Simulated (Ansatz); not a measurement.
# C6H12: up Jacob's ladder to CCSD(T)

Aim: compute C6H12 with functionals from several rungs and with coupled cluster. The yardstick is the atomisation energy at the CCSD(T) limit.

Computed with Ansatz 0.2.0, Gaussian basis. Level: functionals in def2-TZVPP, the program's frozen cores in correlated methods.

Levels to be run: LDA (SPW92), PBE-D4, revPBE-D4, BLYP-D4, r2SCAN-D4, B97M-V, PBE0-D4, B3LYP-D4, r2SCANh-D4, r2SCAN0-D4, HSE06-D4, BHLYP-D4, CAM-B3LYP-D4, LC-ωPBE, ωB97X-V, ωB97M-V, B2PLYP, PBE-QIDH; CCSD(T)/def2-SVP; CCSD(T)/def2-TZVPP; MP2/def2-QZVPP; extrapolation to the limit; RPA on PBE.

### 1 The geometry

The geometry comes from an earlier relaxation with PBE0-D4 in a triple-zeta def2 set; it is a stationary point, not always the lowest conformer.

SMILES `C=C(CC)CC`, 18 atoms, charge 0, spin multiplicity 1.

Atoms are counted from 1 here; the program's logs count them from 0.

Bond lengths: C1–C2 1.330 Å, C1–H7 1.085 Å, C1–H8 1.085 Å, C2–C3 1.503 Å, C2–C5 1.503 Å, C3–C4 1.524 Å, C3–H9 1.093 Å, C3–H10 1.097 Å, C4–H11 1.093 Å, C4–H12 1.092 Å, C4–H13 1.092 Å, C5–C6 1.524 Å, C5–H14 1.093 Å, C5–H15 1.097 Å, C6–H16 1.092 Å, C6–H17 1.092 Å, C6–H18 1.093 Å. Angles: C2–C1–H7 121.5°, C2–C1–H8 121.5°, H7–C1–H8 117.0°, C1–C2–C3 121.2°, C1–C2–C5 121.2°, C3–C2–C5 117.6°, C2–C3–C4 113.8°, C2–C3–H9 108.7°, C2–C3–H10 109.2°, C4–C3–H9 109.7°, C4–C3–H10 108.9°, H9–C3–H10 106.2°, C3–C4–H11 110.9°, C3–C4–H12 110.7°, C3–C4–H13 111.8°, H11–C4–H12 108.0°, H11–C4–H13 107.8°, H12–C4–H13 107.5° and more.

### 2 LDA

This LDA is Slater exchange with PW92 correlation.

The input, in.yaml:

```yaml
crystal:
  periodic: [false, false, false]
  atoms:
    - {symbol: C, position_ang: [-0.985376, -1.616275, -0.995927]}
    - {symbol: C, position_ang: [-0.372374, -0.611622, -0.377052]}
    - {symbol: C, position_ang: [0.712697, -0.864534, 0.631103]}
    - {symbol: C, position_ang: [2.042312, -0.205671, 0.282142]}
    - {symbol: C, position_ang: [-0.740080, 0.817428, -0.660396]}
    - {symbol: C, position_ang: [-1.199642, 1.589758, 0.570867]}
    - {symbol: H, position_ang: [-0.721046, -2.649721, -0.797807]}
    - {symbol: H, position_ang: [-1.772036, -1.439037, -1.721812]}
    - {symbol: H, position_ang: [0.852328, -1.943875, 0.733374]}
    - {symbol: H, position_ang: [0.384773, -0.503317, 1.613272]}
    - {symbol: H, position_ang: [2.396810, -0.536430, -0.697217]}
    - {symbol: H, position_ang: [2.805363, -0.460338, 1.020886]}
    - {symbol: H, position_ang: [1.961425, 0.883513, 0.256690]}
    - {symbol: H, position_ang: [-1.526130, 0.833831, -1.419862]}
    - {symbol: H, position_ang: [0.122466, 1.332122, -1.100552]}
    - {symbol: H, position_ang: [-1.496353, 2.605711, 0.301321]}
    - {symbol: H, position_ang: [-0.408417, 1.667346, 1.320178]}
    - {symbol: H, position_ang: [-2.056711, 1.101090, 1.040795]}
basis:
  gaussian: {orbitals: def2-TZVPP}
hamiltonian: {xc: lda}
output: {orbitals: {seedname: orbitals}}
```

On the command line:

```
$ ansatz run in.yaml --threads 2 --pin off --events-out ev --progress --plain --max-ram 31744MiB --backend cuda --devices 0, --max-vram 18GiB
```

The runs that follow: PBE-D4 (GGA); revPBE-D4 (GGA); BLYP-D4 (GGA); r2SCAN-D4 (meta-GGA); B97M-V (meta-GGA); PBE0-D4 (hybrid); B3LYP-D4 (hybrid); r2SCANh-D4 (hybrid); r2SCAN0-D4 (hybrid); HSE06-D4 (hybrid); BHLYP-D4 (hybrid); CAM-B3LYP-D4 (range-separated); LC-ωPBE (range-separated); ωB97X-V (range-separated); ωB97M-V (range-separated); B2PLYP (double hybrid); PBE-QIDH (double hybrid); CCSD(T) in def2-SVP; CCSD(T) in def2-TZVPP; MP2 in def2-QZVPP; RPA on PBE orbitals.

Q: Predict the results of all the runs planned. Wanted: atomisation energy, CCSD(T)/CBS; farthest beyond LDA; mean size of error, GGA; mean size of error, meta-GGA; mean size of error, hybrid; mean size of error, range-separated; mean size of error, double hybrid; gap, smallest and largest; T1 diagnostic.

As calculated:

```
                               quantity                                                                                             value
        atomisation energy, CCSD(T)/CBS                                                                                   1745.2 kcal/mol
functionals within 8.7 kcal/mol (0.5 %)  revPBE-D4, BLYP-D4, r2SCAN-D4, B97M-V, B3LYP-D4, r2SCANh-D4, LC-ωPBE, ωB97X-V, ωB97M-V, PBE-QIDH
                    farthest beyond LDA                                                                         BHLYP-D4 (-34.2 kcal/mol)
                mean size of error, GGA                                                                                     13.8 kcal/mol
           mean size of error, meta-GGA                                                                                      4.5 kcal/mol
             mean size of error, hybrid                                                                                     13.2 kcal/mol
    mean size of error, range-separated                                                                                      4.3 kcal/mol
      mean size of error, double hybrid                                                                                      7.4 kcal/mol
              gap, smallest and largest                                                         5.36 eV (LDA (SPW92)), 12.54 eV (LC-ωPBE)
                          T1 diagnostic                                                                                            0.0095
triples share of the correlation energy                                                                                             4.0 %
```

What this shows: LDA overbinds by 230.6 kcal/mol (13 %). PBE-D4 misses by +34.2 kcal/mol. Double hybrids carry the basis error of their MP2 part in triple zeta, and no dispersion term here, so their miss is partly the set-up's. The rungs range-separated, meta-GGA, double hybrid miss on average by less than the doubt on the reference (8.7 kcal/mol), so they tie. Misses under about 8.7 kcal/mol are within the doubt on the reference itself, which lacks core-valence correlation, relativity and higher excitations. Hartree-Fock recovers 76 % of the binding; the rest is correlation. CCSD(T) in def2-SVP is off by -59.9 kcal/mol, more than most functionals: a good method in a small basis is no reference. The gap grows from 5.4 to 12.5 eV across the functionals, mostly with the share of exact exchange.
